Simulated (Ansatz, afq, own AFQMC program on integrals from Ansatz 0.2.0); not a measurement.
# CH₂N, doublet in cc-pVTZ, levels against AFQMC with the constraint released

```xyz
4

H     0.0000    0.0000   -1.5948
H     0.0000    0.0000   -0.5818
N     0.0000    0.0000    1.6683
C     0.0000    0.0000    0.5082
```

Connectivity, by distances: N–CH ··· H.

Basis cc-pVTZ. Only valence electrons are correlated. AFQMC by an in-house program on the Cholesky factors that Ansatz 0.2.0 writes for its CCSD(T) run. The CISD trial takes its coefficients from CCSD amplitudes. Released means that phaseless walkers are propagated on without the constraint, phases kept. Error bars are statistical, one sigma.

Determinant: UHF, the one that the program's search chose, which needn't be the lowest solution. The geometry is a point of a scan.

No full CI on the walks' own integrals is used here. The released AFQMC energy serves as the reference, which it does only where one determinant dominates, the energy is flat over the last release times and near the phaseless one (40 meV or 2 meV an electron, half that with transition metals). On small molecules, where full CI could be run and the noise was under 10 meV, such values lay within 10 meV of it in 19 cases of 20, a flattering rate, since the rule was set on those same cases; what remains of the bias isn't in the error bar.

Cautions: unrestricted determinant spin contaminated (⟨S²⟩ 0.87 against 0.75); the released value is read at 2.40 1/Eh with a noise of 11 meV, more than in the cases checked (meV from the phaseless value at times in 1/Eh: -8 ± 6 at 0.24, -14 ± 5 at 0.51, -16 ± 7 at 0.99, -21 ± 6 at 1.62, -19 ± 11 at 2.40).

* T1 diagnostic: 0.0384
* weight of the determinant in the CISD state: 0.851
* ⟨S²⟩ of the determinant: 0.869
* size of the correlated space: 11 electrons in 86 orbitals

Reference: AFQMC with the constraint released, correlation energy -10.341 ± 0.011 eV.

| level | E − E(reference) (kJ/mol) | share of correlation (%) |
| --- | --- | --- |
| HF | 997.8 ± 1.0 | 0.00 |
| MP2 | 93.5 ± 1.0 | 90.63 |
| CCSD | 54.8 ± 1.0 | 94.51 |
| CCSD(T) | 5.6 ± 1.0 | 99.44 |
| CCSDT | 4.9 ± 1.0 | 99.51 |
| CCSDT(Q) | 0.4 ± 1.0 | 99.96 |
| ph-AFQMC/CISD | 1.8 ± 1.3 | 99.82 |

CCSDT and higher add their correlation energy to the determinant of the CCSD(T) run, since their own runs factorise the integrals more tightly (a shift of under 2 meV). A walk keeps the symmetry of its determinant, which the program's search chose and which needn't be the lowest solution, so a lower state of the same spin and another symmetry isn't excluded. Released energies are given only where the last usable release times agree within the noise; a slower fall can still hide under it.
